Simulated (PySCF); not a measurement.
## Computed spin Hamiltonian

Species: C5H7O (doublet state).
Geometry (GFN2-xTB, Å), atoms numbered from 1 in this order:
```xyz
13
C5H7O angstrom
C      2.8290    0.4726    0.2027
C      1.9156    0.5213   -0.7299
O      0.7040    0.1229   -0.9621
C     -0.1841   -0.1334    0.1653
C     -1.4768   -0.6436   -0.3659
C     -2.6310   -0.0130   -0.2346
H      3.7536    1.0129    0.1086
H      2.7615   -0.1881    1.0680
H     -0.3143    0.7954    0.7312
H      0.3020   -0.8811    0.8038
H     -1.4096   -1.5740   -0.9118
H     -3.5437   -0.4119   -0.6412
H     -2.7105    0.9205    0.2978
```

The hyperfine couplings belong to this conformer and change with its torsions.

The species is `C=[C]OCC=C` [radical].

The calculation used UKS B3LYP, pcH-1 on C H O, non-relativistic, mean-field spin-orbit, GIAO in PySCF. The structure is a single GFN2-xTB conformer in the gas phase; no vibrational or solvent corrections. The geometry wasn't refined by DFT: couplings that depend on bond lengths, twists or pyramidal angles can differ widely from those at the functional's own minimum. No stability test was run, so a lower SCF solution isn't excluded.

```
g1, g2, g3        : 2.00143, 2.00210, 2.00331
g_iso             : 2.00228
Form of g         : rhombic: the two nearest values differ by 36 % of g3 − g1
⟨S²⟩              : 0.7561 (exact 0.7500)
α and β electrons : 23, 22
Basis functions   : 220
```

Isotropic coupling and dipolar principal values T1 to T3, in G; ρ(0) is the spin density at the nucleus (MHz turned into gauss with g_iso; 10 G = 1 mT):

```tsv
atom	isotope	a_iso	T1	T2	T3	Mulliken spin population	ρ(0) (bohr⁻³)
C1	13C	20.0	-5.8	-1.1	6.9	-0.09	0.0499
C2	13C	150.6	-26.6	-20.5	47.1	0.88	0.3753
O3	17O	-56.6	-9.6	4.7	4.8	0.04	0.2617
C4	13C	15.8	-2.6	-2.5	5.1	0.06	0.0393
C5	13C	-0.9	-0.6	0.0	0.6	-0.01	-0.0022
C6	13C	0.9	-0.6	-0.4	1.0	0.02	0.0023
H7	1H	22.7	-3.0	-1.7	4.8	0.02	0.0143
H8	1H	50.2	-2.0	-0.5	2.5	0.08	0.0315
H9	1H	-1.3	-1.7	-0.8	2.5	0.00	-0.0008
H10	1H	0.5	-1.9	-0.2	2.1	0.00	0.0003
H11	1H	0.2	-0.5	-0.5	1.0	0.00	0.0001
H12	1H	-0.3	-0.4	-0.2	0.6	0.00	-0.0002
H13	1H	-0.4	-0.3	-0.1	0.4	0.00	-0.0003
```

The Mulliken spin populations are largest on C2 (+0.88), C1 (-0.09), H8 (+0.08) and C4 (+0.06). C2 is the only atom above +0.15. The positive populations add up to 1.11 and the negative ones to -0.11, together 2S = 1.

Axes: g1 points within 11° of the C2–O3 bond.

Under fast tumbling the dipolar parts average out, and these isotropic splittings remain: 1 × 1H (H8, I = 1/2, 2 lines) with 5.02 mT, 1 × 1H (H7, I = 1/2, 2 lines) with 2.27 mT, 1 × 1H (H13, I = 1/2, 2 lines) with 0.04 mT, 2 × 1H (H9/H10, I = 1/2, 3 lines) with 0.04 mT and 1 × 1H (H12, I = 1/2, 2 lines) with 0.03 mT.

Class means assume fast exchange of nuclei equivalent by connectivity; if that motion is slow, each nucleus keeps its own coupling. The 1H value of -1.0 MHz is a mean of couplings from -3.6 to 1.5 MHz in this one geometry, not an average over conformers.

The 13C coupling of C2 (421.9 MHz) shows only in satellite lines or after enrichment, since that isotope makes up about 1.07 % of natural carbon.

The 17O coupling of O3 (-158.7 MHz) shows only in satellite lines or after enrichment, since that isotope makes up about 0.038 % of natural oxygen.

β density exceeds α density at some nuclei, such as C5 (-0.0022), spin density in bohr⁻³. In a single determinant that takes different orbitals for the two spins, that is spin polarisation.

Time: 33 s of wall time (with the writing of density and orbital grids); peak memory 0.76 GiB. Hardware: one thread of an Arm Neoverse V1, shared host with 32 logical CPUs at a one-minute load of 11.
